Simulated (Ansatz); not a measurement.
**Antimony, A7 rhombohedral: convergence with the plane-wave cutoff**

Computed with Ansatz, LDA, scalar-relativistic PAW, on the relaxed cell (a = 4.291 Å, c = 10.976 Å (c/a = 2.558); spin not included). Errors count from a run at 420 eV on a Γ-centred 15×15×15 mesh with Fermi-Dirac smearing of 0.1 eV, extrapolated to zero width. Fixed here: mesh 9×9×9, Fermi-Dirac width 0.1 eV. The pressure holds a Pulay correction and is unreliable far below the recommended cutoff. The SCF starts from atomic densities corrected by a trained network.

| cutoff (eV) | E(σ→0) error (meV/atom) | P (GPa) | SCF iterations |
| --- | --- | --- | --- |
| 200 | 10093.6 | -2.07 | 7 |
| 250 | 1079.7 | 0.45 | 7 |
| 300 | 82.3 | 0.14 | 7 |
| 350 | 0.2 | -0.01 | 7 |
| 420 | -3.2 | 0.00 | 7 |
| 500 | -4.4 | 0.00 | 7 |
| 600 | -4.7 | 0.00 | 7 |
| 800 | -4.9 | 0.00 | 7 |

**Question.** What does the run at 150 give (cutoff)?

**Answer.** E(σ→0) error (meV/atom): 78666.6; P (GPa): -41.45; SCF iterations: 8.

Within 5 meV/atom of the last row: from 420 eV on.
